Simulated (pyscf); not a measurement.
This saddle point was located with ωB97X-D3(BJ)/def2-SVP in PySCF.

```
Sn
H 1 1.6960
H 1 1.7009 2 117.07
H 1 1.9916 2 102.82 3 142.79
H 4 0.9552 1 88.01 2 -82.68
Cl 5 1.6421 4 158.56 1 -3.65
Ge 1 2.5855 2 113.26 4 89.52
H 7 1.5355 1 110.10 2 -46.54
H 7 1.5357 8 109.12 4 88.22
H 7 1.5383 8 109.28 9 118.89
```
Charge 0, spin multiplicity 1.

Surface: singlet, charge 0. Lowest wavenumbers (cm⁻¹): 1154i, 30, 83, 122, 221.

### Question
What reaction is this the transition state of?

### Answer
H₃Ge–SnH₃ (SMILES [GeH3][SnH3]) + HCl (SMILES Cl) <-> Cl–SnH₂–GeH₃ (SMILES [Cl][SnH2][GeH3]) + H₂ (SMILES [H][H]), a four-centre exchange read from left to right: H–Sn, Cl–H broken and Cl–Sn, H–H formed. At ωB97M-D3(BJ)/def2-TZVP it lies +30.2 kcal/mol from the left side and +46.8 kcal/mol from the right (each side as separated species at their lowest minima found). This is the saddle that the search found; another between the same sides may lie lower. Elements up to Kr have no core potential and no relativistic terms here. Elements past Kr carry the def2 core potentials, without spin-orbit coupling.
